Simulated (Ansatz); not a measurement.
Cubic BN: PBE at its full settings (plane-wave cutoff 520 eV, 16×16×16 k mesh, Fermi–Dirac smearing 0.01 eV, scalar-relativistic PAW data made under PBE) and at cheaper ones, in a cell of 2 atoms with Γ-centred meshes.

```
level and setting                              lattice parameter a (Å)  bulk modulus (GPa)
---------------------------------------------  -----------------------  ------------------
PBE (Ansatz)                                                     3.625                 372
PBE (2×2×2 k mesh) (Ansatz)                                      3.697                 340
PBE (4×4×4 k mesh) (Ansatz)                                      3.627                 371
PBE (6×6×6 k mesh) (Ansatz)                                      3.625                 372
PBE (Fermi-Dirac smearing of 0.3 eV) (Ansatz)                    3.625                 372
```

Largest shifts from the full settings: lattice constant a +1.99 % (PBE (2×2×2 k mesh)), against a difference of +0.89 % of the full result from the reference 3.593 Å (measured, corrected for zero-point motion; as tabulated in Goldzak et al. (2022), arXiv:2208.04865); bulk modulus -8.6 % (PBE (2×2×2 k mesh)), against a difference of -9.3 % of the full result from the reference 410 GPa (measured, 0 K value with the zero-point phonon effect removed, our sources range from 388 to 410; as tabulated in Mejia-Rodriguez and Trickey (2018), arXiv:1807.09216).

The full settings aren't shown to be converged themselves.

Ansatz's density-functional and Hartree–Fock values are scalar-relativistic unless marked +SOC, with PAW data made under PBE.

Run with cheap settings on purpose, which may leave them unconverged: PBE (2×2×2 k mesh), PBE (4×4×4 k mesh), PBE (6×6×6 k mesh), PBE (Fermi-Dirac smearing of 0.3 eV).

Ansatz is a program for electronic structure.
